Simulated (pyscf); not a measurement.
Optimised with ωB97X-D3(BJ)/def2-SVP in PySCF.

Q: For the elementary gas-phase step `[NH2][SiH]([Cl])[Cl]` + `[SiH4]` -> `[SiH3][NH][SiH]([Cl])[Cl]` + `[H][H]` (singlet surface; H–N, H–Si broken, N–Si, H–H formed), what barrier and reaction energy does ωB97M-D3(BJ)/def2-TZVP give, measured from the separated reactants?

A: ΔE‡ = 47.7 kcal/mol, ΔE = -6.9 kcal/mol. Zero-point energy shifts the barrier by -0.8 kcal/mol. It is a four-centre exchange, with an imaginary mode of 1424i cm⁻¹. This is the saddle that the search found; another between the same sides may lie lower.
